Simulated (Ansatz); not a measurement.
Cost and result for the atomization energy of AlClH2N, SMILES `[NH2][Al][Cl]` radical (5 atoms, 4 bonds).

Cartesian coordinates in Å:
```
N 0.489 -0.044 0.591
Al -1.117 -0.303 -0.094
Cl -1.391 0.263 -2.114
H 0.755 -0.267 1.536
H 1.264 0.351 0.081
```

Charge 0, multiplicity 2. Geometry: relaxed with PBE0-D4/def2-TZVP. It is one conformer, not always the lowest. Program: Ansatz. All runs use 2 threads of a server CPU on a shared host. Times are those of one run each, without the atoms' runs, and a repeat can differ threefold. Electronic energies, without spin–orbit coupling; frozen cores. CCSD(T)/CBS adds CCSD(T) − MP2 in def2-TZVPP to the MP2 limit, and its time is that of the two runs behind it. T1 = 0.012; ⟨S²⟩ of the reference is 0.75. B3LYP takes the VWN-RPA correlation (the form of Gaussian; ORCA's B3LYP/G).

CCSD(T)/CBS is a level of theory with its own doubt, some kJ/mol a heavy atom from the limit and from the frozen cores, so smaller differences don't rank the functionals.

```
                            level  functions  wall time
                 CCSD(T)/def2-SVP         60      1.3 s
             revPBE-D4/def2-TZVPP        143      1.7 s
  PBE-D4/def2-TZVPP (with forces)        143        2 s
               PBE0-D4/def2-TZVPP        143      2.4 s
              BHLYP-D4/def2-TZVPP        143      2.5 s
          CAM-B3LYP-D4/def2-TZVPP        143      2.7 s
B3LYP-D4/def2-TZVPP (with forces)        143      2.8 s
                B2PLYP/def2-TZVPP        143      3.7 s
               ωB97X-V/def2-TZVPP        143      6.5 s
                   MP2/def2-QZVPP        257      6.5 s
 ωB97M-V/def2-TZVPP (with forces)        143      7.5 s
               CCSD(T)/def2-TZVPP        143       20 s
                CCSD(T)/CBS(def2)          –       27 s
```

**Question.** What atomization energy does each give, and how far from CCSD(T)/CBS? (Estimate.)

**Answer.** Computed: 
```
                            level  atomization (kJ/mol)  difference from CCSD(T)/CBS  per bond
                 CCSD(T)/def2-SVP                1394.3                       -140.6     -35.1
             revPBE-D4/def2-TZVPP                1521.5                        -13.4      -3.3
  PBE-D4/def2-TZVPP (with forces)                1562.7                         27.8       7.0
               PBE0-D4/def2-TZVPP                1529.6                         -5.3      -1.3
              BHLYP-D4/def2-TZVPP                1480.7                        -54.2     -13.5
          CAM-B3LYP-D4/def2-TZVPP                1536.1                          1.2       0.3
B3LYP-D4/def2-TZVPP (with forces)                1530.3                         -4.6      -1.1
                B2PLYP/def2-TZVPP                1514.0                        -20.9      -5.2
               ωB97X-V/def2-TZVPP                1537.3                          2.4       0.6
                   MP2/def2-QZVPP                1557.4                         22.5       5.6
 ωB97M-V/def2-TZVPP (with forces)                1534.5                         -0.4      -0.1
               CCSD(T)/def2-TZVPP                1475.9                        -59.0     -14.7
                CCSD(T)/CBS(def2)                1534.9                          0.0       0.0
```

From BLYP to BHLYP (50 % exact exchange), in def2-TZVPP and without D4, the atomization energy moves by −44.9 kJ/mol: exact exchange takes away binding that semilocal exchange gives to molecules. Leaving LDA and LC-ωPBE aside and taking each functional with its dispersion term where it has one, the values spread over 82.0 kJ/mol, from BHLYP-D4 to PBE-D4. LDA lies +195.2 kJ/mol from PBE without D4, its usual overbinding. At CCSD(T), def2-SVP lies −140.6 kJ/mol from the extrapolated value and def2-TZVPP −58.9 kJ/mol: correlation converges slowly with the basis, and small sets miss more of it in the bonded molecule than in its fragments.
